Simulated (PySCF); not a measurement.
Cartesian coordinates in Å; atom numbers follow the order of the lines, from 1:
```xyz
13

C     2.7311   -0.3372   -0.3590
C     1.5595    0.0267    0.0921
C     0.3791    0.3829    0.5326
C    -0.8380    0.5141   -0.3381
C    -1.9574   -0.4140    0.0786
F    -1.3016    1.8162   -0.2550
H     3.4618    0.4031   -0.7018
H     3.0195   -1.3929   -0.4042
H     0.2400    0.5958    1.6008
H    -0.5551    0.3301   -1.3886
H    -2.2360   -0.2288    1.1270
H    -2.8433   -0.2437   -0.5507
H    -1.6471   -1.4641   -0.0210
```

Geometry: PBE0-D3(BJ)/def2-SVP; GIAO shifts from PySCF 2.14.0 with density-fitted response routines, gas phase, non-relativistic, averaged over equivalent atoms.

At PBE0/STO-3G (37 basis functions, 2.8 s wall time on 1 thread of an Arm Neoverse V1, shared host):
```tsv
atoms	δ (ppm)
C2	176.2
C3	81.4
C1	76.6
C4	64.1
C5	20.1
F6	-121.1
H9	4.61
H7/H8	4.57
H10	2.64
H11/H12/H13	1.02
```

δ = σ(ref) − σ, references computed at the same level: 13C (234.69 ppm) and 1H (32.60 ppm) vs TMS; 19F (304.40 ppm) against CFCl3.

Problem. What do these become at BLYP/pcSseg-1?

Solution. 
| atoms | δ at BLYP/pcSseg-1 | change |
| --- | --- | --- |
| C2 | 221.3 | +45.1 |
| C3 | 97.5 | +16.1 |
| C1 | 77.1 | +0.5 |
| C4 | 95.5 | +31.4 |
| C5 | 25.9 | +5.8 |
| F6 | -196.5 | -75.4 |
| H9 | 5.29 | +0.68 |
| H7/H8 | 4.86 | +0.29 |
| H10 | 4.97 | +2.33 |
| H11/H12/H13 | 1.37 | +0.35 |

Chemical shifts δ = σref − σ; TMS for 13C (σ = 175.31 ppm), 1H (σ = 31.36 ppm); 19F (σ = 145.46 ppm) vs CFCl3, all at this level.

The largest change is at F6 (fluorine on an sp3 carbon). Cost: 137 basis functions, 13 s wall time on 1 thread of an Arm Neoverse V2, shared host. The order of the carbon signals changes between the two levels.

Unscaled 19F shifts against computed CFCl3 carry errors that often reach 10 to 50 ppm.
